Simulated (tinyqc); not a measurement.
A ladder of methods, and size consistency: correlation methods against full CI in the sto-3g basis, for NH3, spin multiplicity 1. Computed by the program tinyqc with PySCF. 

Geometry (angstrom):
```
atom        x        y       z
N      0.0000   0.0000  0.4910
H      1.0130   0.0000  0.0000
H     -0.5060   0.8770  0.0000
H     -0.5060  -0.8770  0.0000
```

RHF energy of one = -55.434994 hartree

All electrons correlated; +Q is the Davidson correction (1 - c0^2) E_corr. The last columns treat two copies 100 angstrom apart as one system. FCI is the lowest singlet.

Correlation energies (hartree):
```
method   E_corr of one  share of FCI (%)  E_corr of two at 100 angstrom  two minus twice one (mhartree)
MP2          -0.061265           71.4115                      -0.122530                          0.0000
CISD         -0.082567           96.2421                      -0.157859                          7.2755
CISD+Q       -0.086557          100.8927                      -0.171156                          1.9581
CCSD         -0.085435           99.5846                      -0.170870                          0.0000
CCSD(T)      -0.085613           99.7918                      -0.171225                          0.0000
FCI          -0.085791          100.0000                              -                               -
```

MP2 recovers 71 %, CISD 96.2 % and CCSD 99.6 % of the FCI value (c0^2 = 0.952 in CISD). MP2 and coupled cluster are size consistent, so their last column vanishes; CISD loses 7.28 mhartree, since a double excitation on each copy is a quadruple of the pair, and the Davidson correction leaves +1.96.
